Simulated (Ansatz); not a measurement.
Consider the atomization: `C#CC(=N)Cl` → 3 C• + Cl• + 2 H• + N•.

Calculated with Ansatz (gas phase, PBE0-D4/def2-TZVP geometries, no zero-point term in ΔE). CBS: MP2 limit from def2 TZ/QZ plus the TZ coupled-cluster correction, frozen cores. This one scheme is used for every species, atoms too. DFT in def2-TZVPP. B3LYP here is the variant with VWN-RPA as its local correlation; programs differ in this. HSE06 is defined as in plane-wave codes. No spin–orbit coupling; open shells (•) take unrestricted orbitals. Spin–orbit coupling would lower the free atoms: a little for C, Cl. One conformer a species, not always the lowest.

`C#CC(=N)Cl`:

Cartesian coordinates in Å:
```
C -0.334 -0.144 1.920
C -0.133 -0.049 0.742
C 0.092 0.091 -0.657
N 0.688 -0.765 -1.349
Cl -0.561 1.599 -1.294
H -0.508 -0.238 2.967
H 0.756 -0.494 -2.328
```

```
             level  ΔE (kJ/mol)  difference from CCSD(T)/CBS
       LDA (SPW92)       3538.1                        578.7
            PBE-D4       3143.1                        183.7
         revPBE-D4       3040.8                         81.4
           BLYP-D4       3028.6                         69.2
         r2SCAN-D4       2988.9                         29.5
            B97M-V       2987.8                         28.4
          B3LYP-D4       2981.8                         22.4
        r2SCANh-D4       2950.7                         -8.7
        r2SCAN0-D4       2895.6                        -63.8
          HSE06-D4       3023.5                         64.1
          BHLYP-D4       2818.0                       -141.4
      CAM-B3LYP-D4       2974.8                         15.4
           ωB97X-V       2965.8                          6.4
           ωB97M-V       2984.2                         24.8
            B2PLYP       2954.4                         -5.0
               PBE       3128.0                        168.6
            revPBE       2992.0                         32.6
              BLYP       2994.6                         35.2
            r2SCAN       2985.2                         25.8
             B3LYP       2957.3                         -2.1
           r2SCANh       2946.8                        -12.6
           r2SCAN0       2891.3                        -68.1
             HSE06       3011.7                         52.3
             BHLYP       2800.0                       -159.4
         CAM-B3LYP       2962.0                          2.6
           LC-ωPBE       2962.0                          2.6
       HF/def2-SVP       1988.8                       -970.6
      MP2/def2-SVP       2895.3                        -64.1
     CCSD/def2-SVP       2738.6                       -220.8
  CCSD(T)/def2-SVP       2800.6                       -158.8
     HF/def2-TZVPP       1958.7                      -1000.7
SCS-MP2/def2-TZVPP       2937.3                        -22.1
   CCSD/def2-TZVPP       2780.3                       -179.1
CCSD(T)/def2-TZVPP       2863.8                        -95.6
     HF/def2-QZVPP       1962.6                       -996.8
    MP2/def2-QZVPP       3041.4                         82.0
SCS-MP2/def2-QZVPP       3000.7                         41.3
      HF/CBS(def2)       1963.1                       -996.3
     MP2/CBS(def2)       3080.7                        121.3
    CCSD/CBS(def2)       2876.0                        -83.4
       CCSD(T)/CBS       2959.4                            0
```

Largest T1 diagnostic among the species: 0.014.

The D4 term adds +24.6 kJ/mol with B3LYP and +12.7 kJ/mol with PBE0; it sums over pairs of atoms, weighted by their polarisabilities, and B3LYP, whose exchange is more repulsive, gets the larger term. From BLYP to BHLYP (50 % exact exchange), in def2-TZVPP and without D4, ΔE moves by −194.6 kJ/mol: exact exchange takes away binding that semilocal exchange gives to molecules.

For atomizations the MP2-based limit and the directly extrapolated one differ by several kJ/mol either way, and by 10 to 25 for some Ge, Se and Sn compounds, so smaller differences from it don't rank the levels.
